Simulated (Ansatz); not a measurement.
We consider bcc Nb, described by PBE (Ansatz, a program for electronic structure, PAW).

Numerical settings: plane-wave cutoff 500 eV, 30×30×30 k mesh, Fermi–Dirac smearing 0.1 eV, no spin polarisation, scalar-relativistic PAW data made under PBE.

Computed at the level's own relaxed cell.

**Question.** What does this level give for the volume per atom and lattice constant a?

**Answer.** 
* **volume per atom**: 18.15 Å³/atom
* **lattice constant a**: 3.311 Å

Measured, for comparison: equilibrium volume per atom 17.87 Å³/atom, lattice constant a 3.294 Å (static lattice: zero-point anharmonic expansion removed; as tabulated in Mejia-Rodriguez and Trickey (2018), arXiv:1807.09216). Computed (rounded) less measured: equilibrium volume per atom +1.6 %, lattice constant a +0.5 %.

Static lattice: no zero-point or thermal effects.

It cost roughly 50 core-seconds of CPU time.
